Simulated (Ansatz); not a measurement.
# PN+ (quartet): wave-function methods side by side, def2-TZVPP

The task here is to estimate one member of a computed series from the others.

Method: def2-TZVPP, core rule «outside noble gas», up to 6 orbitals frozen; program: Ansatz 0.2.0, Gaussian basis.

To be run: UHF; ROHF; CCSD(T) on UHF.

**The system**

The geometry is a PBE0/def2-TZVP stationary point (not a proven minimum).

2 atoms, charge 1, spin multiplicity 4.

Atoms are counted from 1 here; the program's logs count them from 0.

Bond lengths: N1–P2 1.793 Å.

Set-up of the first run:

Input file in.yaml:

```yaml
crystal:
  periodic: [false, false, false]
  atoms:
    - {symbol: N, position_ang: [0.000000, 0.000000, 0.000000]}
    - {symbol: P, position_ang: [0.000000, 0.000000, 1.793000]}
basis:
  gaussian: {orbitals: def2-TZVPP}
total_charge: 1
magnetization: {spin_polarized: true, initial_magnetization: 3}
hamiltonian: {xc: hf}
output: {orbitals: {seedname: orbitals}}
```

Started as:

```
ansatz run in.yaml --threads 1 --pin off --events-out ev --progress --plain --max-ram 4096MiB --backend cpu
```

Among the steps run: UHF; ROHF; CCSD(T) on UHF.

One of the session's tables, all rows but one given; the rest of the session is left out.

| method | from UCCSD(T) (kJ/mol) |
| --- | --- |
| ROHF | +695.6 |
| UHF | +662.6 |
| UMP2 | ? |
| UCCSD | +27.0 |
| UCCSD(T) | 0 |

Estimate the missing values for UMP2.

The run gave: from UCCSD(T) (kJ/mol): +127.2. In the column «from UCCSD(T) (kJ/mol)» it lies between UCCSD (+27.0) and UHF (+662.6).
